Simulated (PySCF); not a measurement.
SN, optimised at GFN2-xTB:

```xyz
2

S      0.0037    -0.5394     0.4944
N     -0.0037     0.5394    -0.4944
```

Computed with PySCF (xtb for GFN2) and rigid-rotor harmonic-oscillator thermochemistry at 1 bar. 6-31G* has spherical d functions here. Open shells (unrestricted): SN (multiplicity 2). GFN2 has no spin-polarisation term. Spin-orbit splitting is ignored; it lowers the true energy and changes the entropy of SN. B3LYP is the form with VWN-RPA correlation.

Question: List the harmonic frequencies (cm⁻¹, unscaled) at this level and at the other levels, each on its own geometry.

Answer: 
- GFN2-xTB: 1358
- B3LYP/6-31G*: 1227
- PBE/def2-SVP: 1206
- PBE0/def2-TZVP: 1290
